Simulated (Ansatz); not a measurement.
The same path of CH5BN (8 atoms, charge 0, multiplicity 2) was run 3 times with different band settings.

Level of theory: UHF/def2-SVP in Ansatz.

Relaxed end points:

```xyz
8
Properties=species:S:1:pos:R:3
B -0.382 1.108 -0.975
N 0.079 0.311 0.024
C 0.346 -0.845 0.784
H -0.982 0.595 -1.888
H -0.189 2.294 -0.934
H -0.097 -0.786 1.780
H 1.417 -1.030 0.881
H -0.099 -1.704 0.271
```

```xyz
8
Properties=species:S:1:pos:R:3
B -0.339 1.122 -0.975
N -0.224 0.217 0.032
C 0.247 -0.876 0.787
H 0.416 1.035 -1.914
H -1.179 1.981 -0.918
H 0.639 -0.561 1.756
H 1.063 -1.351 0.233
H -0.531 -1.625 0.944
```

Common settings: movable images 9; climbing image yes; spring 5.0 eV/Å²; start path through a guess of the saddle point; iteration limit 60; end points relaxed.

| run | optimiser | force threshold |
| --- | --- | --- |
| 1 | quadratic models (default) | 0.05 eV/Å |
| 2 | lbfgs | 0.05 eV/Å |
| 3 | quadratic models (default) | 0.2 eV/Å |

Task: What does each run give, and how far can it be trusted?

Result: Run 1: converged after 21 iterations, highest image 0.016 eV above the first end. Beside the main top the profile has a ripple of under 15 meV (maxima at images 2, 6), which may be a very shallow well or noise. A vibrational analysis at the climbing image gives one clearly imaginary mode, 109i cm⁻¹: a first-order saddle point.
Run 2: not converged after 60 iterations, highest image 0.141 eV above the first end. The band didn't meet its force threshold, so its energies are provisional: the largest band force was still 0.17 eV/Å, and over the last iterations the top stayed at 0.14 eV.
Run 3: converged after 13 iterations, highest image 0.018 eV above the first end. The threshold of 0.2 eV/Å is loose, so the images may lie well off the minimum-energy path. Another band between the same ends (9 images) ends at a top of the same energy, where a vibrational analysis finds 1 clearly imaginary mode.
